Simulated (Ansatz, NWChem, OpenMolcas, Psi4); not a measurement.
## Worked example: the enthalpy of C2H4OS → OCS + CH4

Species: C2H4OS (thioacetic acid) `CC(=O)S`, singlet; OCS (carbonyl sulfide) `O=C=S`, singlet; CH4 `C`, singlet. This is a balance of energies; it says nothing on the path, which may need atoms to shift.

Shapes, held fixed at every level: PBE0-D4/def2-TZVP. Flexible molecules stand in one conformer, not always the lowest. Programs: Ansatz 0.2.0, NWChem 7.3.0, OpenMolcas 26.06, Psi4 1.11. A level may come from different programs for different species; with the same settings they agree closely. The zero-point and thermal terms to 298 K, harmonic and unscaled (PBE0-D4/def2-TZVP), stand in the table.

At HF/def2-SVP; 1 Eh = 2625.50 kJ/mol:

| species | energy (Eh) | H(298 K) − E (kJ/mol) | tabulated ΔfH (kJ/mol) |
| --- | --- | --- | --- |
| C2H4OS | -550.217194 | 163.3 | -175.1 |
| OCS | -510.062221 | 34.6 | -138.4 |
| CH4 | -40.169178 | 127.4 | -74.5 |

Q: Work out the reaction enthalpy at 298 K from the calculation and from the table of heats.

A: 
1. Electronic: (-510.062221) + (-40.169178) − [(-550.217194)] = -0.014205 Eh = -37.3 kJ/mol.
2. Zero-point and thermal: (34.6) + (127.4) − [(163.3)] = -1.3 kJ/mol.
3. Computed ΔH = -38.6 kJ/mol.
4. From the heats of formation (Active Thermochemical Tables, CRC Handbook of Chemistry and Physics, NIST-JANAF tables): (-138.4) + (-74.5) − [(-175.1)] = -37.8 kJ/mol.
5. Computed less tabulated: -0.8 kJ/mol. Tabulated heats carry uncertainties of their own.
